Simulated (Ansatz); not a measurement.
C5H5F can be A, `C=CC#CCF`, or B, `FC1=CC=CC1`.

Gas-phase electronic energies from Ansatz, PBE0-D4/def2-TZVP geometries. CBS: MP2 limit from def2 TZ/QZ plus the TZ coupled-cluster correction, frozen cores. Functionals use def2-TZVPP. B3LYP here is the variant with VWN-RPA as its local correlation; programs differ in this.

Problem. Which is lower in electronic energy at CCSD(T)/CBS, and by how much? (An estimate is asked.)

Solution. Ansatz gave: B, by 137.1 kJ/mol.

Problem. Give E(B) − E(A) in kJ/mol with ωB97M-V, B2PLYP, PBE0-D4, B3LYP, r2SCAN-D4, CCSD/def2-TZVPP, HF/def2-TZVPP. (Estimate.)

Solution. Computed: ωB97M-V -146.5, B2PLYP -124.1, PBE0-D4 -158.7, B3LYP -118.7, r2SCAN-D4 -146.8, CCSD/def2-TZVPP -134.1, HF/def2-TZVPP -112.4. None reverses the order clearly.

Largest T1 diagnostic: 0.012.

The D4 term adds −8.2 kJ/mol with B3LYP and −4.0 kJ/mol with PBE0; it sums over pairs of atoms, weighted by their polarisabilities, and B3LYP, whose exchange is more repulsive, gets the larger term. In def2-TZVPP, CCSD(T) changes the Hartree–Fock value by −24.2 kJ/mol (the triples alone add −2.5 kJ/mol) and MP2 by −26.5 kJ/mol.
